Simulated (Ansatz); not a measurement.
# Al₂HCl (H-bridged), triplet: reading a ladder of total energies

Geometry: that of the Al2HCl (H-bridged), singlet, kept fixed.

```csv
atom,x (Å),y (Å),z (Å)
Al,0.0000,0.1663,2.5928
Al,0.0000,-0.4686,0.0098
Cl,0.0000,0.1975,-2.0108
H,0.0000,1.1475,1.0581
```

Basis cc-pVDZ; Ansatz 0.2.0. Only valence electrons are correlated (noble-gas cores frozen), which leaves 14 electrons in 44 orbitals. Prefix R: restricted or restricted open-shell reference; prefix U: unrestricted.

Full CI isn't at hand for all of this; UCCSDT(Q) serves as the reference, and is uncertain by about the last step of the cluster series.

Runs differ by some tens of microhartree through their thresholds and, for an open shell, their frozen cores, so steps under 0.03 kcal/mol mean nothing.

```tsv
level	total energy (hartree)
UHF	-943.902641
UMP2	-944.129735
UCCSD	-944.169047
UCCSD(T)	-944.177111
UCCSDT	-944.179006
UCCSDT(Q)	-944.179728
```

Task: What is the correlation energy at UCCSDT(Q), and what share of it do UMP2 and UCCSDT recover?

Result: E(corr) = -944.179728 − (-943.902641) = -0.277087 hartree = -7.540 eV. UMP2: -0.227094 / -0.277087 = 81.96 %. UCCSDT: -0.276365 / -0.277087 = 99.74 %.

Task: By how many kcal/mol does UCCSD(T) miss UCCSDT(Q) (1 hartree = 627.509 kcal/mol), and which steps make up the rest?

Result: -944.177111 − (-944.179728) = 0.002617 hartree = 1.64 kcal/mol. Steps: UCCSDT − UCCSD(T) = -1.19, UCCSDT(Q) − UCCSDT = -0.45 kcal/mol. Differences between like states or geometries often cancel part of this.
